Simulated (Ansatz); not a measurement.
`C=C/C=C\F` + CH₃OH → `CO/C=C/F` + ethylene  (substitution at a C–C bond)

Computed with Ansatz on PBE0-D4/def2-TZVP structures; ΔE is electronic, products minus reactants. CBS: MP2 limit from def2 TZ/QZ plus the TZ coupled-cluster correction, frozen cores. This one scheme is used for every species. Double bonds are as drawn, so ΔE can hold a change between cis and trans. Functionals use def2-TZVPP. Each species was taken in one conformer, which may not be the lowest.

`C=C/C=C\F`:

```xyz
10

C     1.014   -1.000   -1.187
C     0.563    0.023   -0.461
C    -0.561   -0.069    0.443
C    -1.033    0.930    1.179
F    -0.495    2.153    1.152
H     1.860   -0.890   -1.854
H     0.548   -1.979   -1.136
H     1.051    0.990   -0.535
H    -1.072   -1.021    0.541
H    -1.875    0.865    1.858
```

CH₃OH:

Z-matrix (Å, degrees):
```
C
O 1 1.409
H 1 1.097 2 112.4
H 1 1.090 2 107.0 3 -118.5
H 1 1.097 2 112.4 3 123.0
H 2 0.959 1 108.5 3 -61.6
```

`CO/C=C/F`:

Z-matrix (Å, degrees):
```
C
O 1 1.407
H 1 1.096 2 111.0
H 1 1.088 2 106.8 3 119.3
H 1 1.096 2 111.0 3 -121.4
C 2 1.345 1 116.1 3 60.7
C 6 1.328 2 127.1 1 0.0
H 6 1.084 2 112.5 1 -180.0
F 7 1.345 6 119.3 2 180.0
H 7 1.081 6 127.5 2 0.0
```

`C=C`:

```xyz
6

C     0.055   -0.436   -0.495
C    -0.055    0.436    0.495
H     1.006   -0.631   -0.979
H    -0.801   -0.991   -0.862
H    -1.006    0.630    0.979
H     0.801    0.991    0.862
```

Problem. Is it downhill or uphill in electronic energy at CCSD(T)/CBS, and by how much? (Best estimate.)

Solution. Computed: Uphill: ΔE = +15.0 kcal/mol.

Problem. What do these levels give: PBE0-D4, B2PLYP, MP2/def2-TZVPP, MP2/def2-QZVPP, HF/CBS(def2), CCSD/CBS(def2)? (An estimate is asked.)

Solution. Ansatz gave: PBE0-D4 15.0, B2PLYP 14.5, MP2/def2-TZVPP 16.0, MP2/def2-QZVPP 16.4, HF/CBS(def2) 13.8, CCSD/CBS(def2) 14.9 kcal/mol.

Largest T1 diagnostic among the species: 0.012.
